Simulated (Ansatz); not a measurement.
# H₂O (SMILES O): single points off equilibrium

An exercise on one series of results from a longer session: the logs are not shown, and one member is left open.

Program: Ansatz 0.2.0, Gaussian basis. Level of theory: single points in def2-TZVPP. These are calculated values, not measurements.

Correlated methods freeze the cores. B3LYP uses VWN-RPA correlation.

### Starting geometry

SMILES `O`, 3 atoms, charge 0, spin multiplicity 1.

Atoms are counted from 1 here; the program's logs count them from 0.

Bond lengths: O1–H2 1.143 Å, O1–H3 0.966 Å. Angles: H2–O1–H3 80.0°.

Coordinates:

```csv
atom,x (Å),y (Å),z (Å)
O1,-0.4626,0.2375,-0.2065
H2,0.5373,0.5374,0.2580
H3,-0.1059,-0.6355,0.0008
```

Set-up of the first run:

Contents of run/in.yaml:

```yaml
crystal:
  periodic: [false, false, false]
  atoms:
    - {symbol: O, position_ang: [-0.462600, 0.237500, -0.206500]}
    - {symbol: H, position_ang: [0.537300, 0.537400, 0.258000]}
    - {symbol: H, position_ang: [-0.105900, -0.635500, 0.000800]}
basis:
  gaussian: {orbitals: def2-TZVPP}
correlation: {method: ccsd_t}
output: {forces: true}
```

The command line of these runs was not kept.

Steps of the session up to this table: CCSD(T)/def2-TZVPP; PBE0-D4/def2-TZVPP; wB97M-V/def2-TZVPP; r2SCAN-D4/def2-TZVPP; PBE-D4/def2-TZVPP; BHLYP-D4/def2-TZVPP; B3LYP-D4/def2-TZVPP.

One table of the session follows, with a row left open; its other results are not shown here.

| method | RMS force component (eV/Å) | angle to CCSD(T) forces (°) | dipole (D) |
| --- | --- | --- | --- |
| CCSD(T) | 2.653 | reference | 2.26 |
| PBE0-D4 | 2.757 | 1.0 | 2.31 |
| wB97M-V | 2.722 | 0.5 | 2.31 |
| r2SCAN-D4 | 2.650 | 0.5 | 2.28 |
| PBE-D4 | 2.452 | 5.4 | 2.23 |
| BHLYP-D4 | ? | ? | ? |
| B3LYP-D4 | 2.657 | 0.9 | 2.30 |

Estimate the missing values for BHLYP-D4.

**Answer.** RMS force component (eV/Å): 3.012; angle to CCSD(T) forces (°): 5.4; dipole (D): 2.40. In the column «RMS force component (eV/Å)» it is the highest.
